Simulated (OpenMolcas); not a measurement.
**UHF/def2-SVPD (Cholesky decomposition) run of BN (boron nitride)**

What is the vertical electron affinity of BN (boron nitride) at UHF/def2-SVPD (Cholesky decomposition)? 

The results are computed with OpenMolcas 26.06.

## 1. The molecule

BN: 2 atoms, total charge 0, spin state triplet. SMILES: `B#N`. The shape is that of a PBE0-D4/def2-TZVP optimisation.

Bond lengths: B1–N2 1.315 Å.

## 2. A single-point energy at UHF/def2-SVPD (Cholesky decomposition)

job.input reads:

```
>>> EXPORT MOLCAS_PRINT=2

&GATEWAY
  BasLib=$CurrDir
  Coord
  2
  angstrom
  B        0.000000       0.000000      -0.023520
  N        0.000000       0.000000       1.291950
  Basis=def2-SVPD
  Group=NoSym

&SEWARD
  Medium

&SCF
  UHF
  Spin=3
  PrOrbitals=1 1
```

The basis set def2-SVPD is read from a file made from the Basis Set Exchange's data (not shown).

Launch:

```sh
export MOLCAS_MEM=1860
pymolcas job.input > job.log
```

What it wrote:

```text
--- Start Module: gateway ---
[...]
--- Stop Module: gateway /rc=_RC_ALL_IS_WELL_ ---
--- Start Module: seward ---
[...]
      Basis functions           40
--- Stop Module: seward /rc=_RC_ALL_IS_WELL_ ---
--- Start Module: scf ---
[...]
       Convergence after  24 Iterations
[...]
::    Total SCF energy                                -78.9280588428
[...]
      Total spin, S                                     1.0161509194
[...]
      Total electronic charge=   12.000000
      Total            charge=   -0.000000
[...]
      Dipole Moment (debye):
      Origin of the operator (angstrom)=    0.0000    0.0000    0.7129
                   X= -4.2067E-12               Y= -2.2576E-13               Z= -2.8079E+00           Total=  2.8079E+00
      Quadrupole Moment (debye*angstrom):
[...]
--- Stop Module: scf /rc=_RC_ALL_IS_WELL_ ---
[...]
```

It took 2.3 s on 1 thread of Arm Neoverse V1, shared host; peak memory 0.16 GiB.

## 3. The doublet anion, same level

job.inp reads:

```
* BN Hartree-Fock
>>> EXPORT MOLCAS_PRINT=2

&GATEWAY
 BasLib=$CurrDir
 Coord
 2
 angstrom
 B        0.000000       0.000000      -0.023520
 N        0.000000       0.000000       1.291950
 Basis=def2-SVPD
 Group=NoSym

&SEWARD
 Medium

&SCF
 UHF
 Charge=-1
 Spin=2
 PrOrbitals=1 1
```

The basis set def2-SVPD is read from a file made from the Basis Set Exchange's data (not shown).

Launch:

```sh
export MOLCAS_MEM=1860
pymolcas job.inp > job.log
```

What it wrote:

```text
--- Start Module: gateway ---
[...]
--- Stop Module: gateway /rc=_RC_ALL_IS_WELL_ ---
--- Start Module: seward ---
[...]
      Basis functions           40
--- Stop Module: seward /rc=_RC_ALL_IS_WELL_ ---
--- Start Module: scf ---
[...]
       Convergence after  22 Iterations
[...]
::    Total SCF energy                                -78.9793154827
[...]
      Total spin, S                                     0.7538490862
[...]
      Total electronic charge=   13.000000
      Total            charge=   -1.000000
[...]
      Dipole Moment (debye):
      Origin of the operator (angstrom)=    0.0000    0.0000    0.7129
                   X= -2.5223E-11               Y=  3.0815E-11               Z= -1.2279E+00           Total=  1.2279E+00
      Center of Charge (angstrom)
[...]
--- Stop Module: scf /rc=_RC_ALL_IS_WELL_ ---
[...]
```

Run time: 2.3 s. Hardware: 1 thread of Arm Neoverse V1, shared host; peak memory 0.16 GiB.

## 4. Outcome

Level: UHF/def2-SVPD (Cholesky decomposition).

| quantity | value |
| --- | --- |
| triplet BN: total energy | -78.92806 Eh |
| triplet BN: dipole moment | 2.81 D |
| triplet BN: HOMO energy (highest over α and β) | -11.84 eV |
| triplet BN: LUMO energy (lowest over α and β) | -0.28 eV |
| triplet BN: ⟨S²⟩ | 2.049 |
| doublet anion: total energy | -78.97932 Eh |
| doublet anion: HOMO energy (highest over α and β) | -2.45 eV |
| doublet anion: LUMO energy (lowest over α and β) | 5.80 eV |
| doublet anion: ⟨S²⟩ | 1.322 |
| vertical electron affinity (to the doublet anion) | 1.395 eV |

What this shows: At fixed nuclei the extra electron is bound by 1.39 eV (32 kcal/mol). ⟨S²⟩ (doublet anion) is 1.32 where a pure doublet has 0.75: the reference is spin-contaminated.
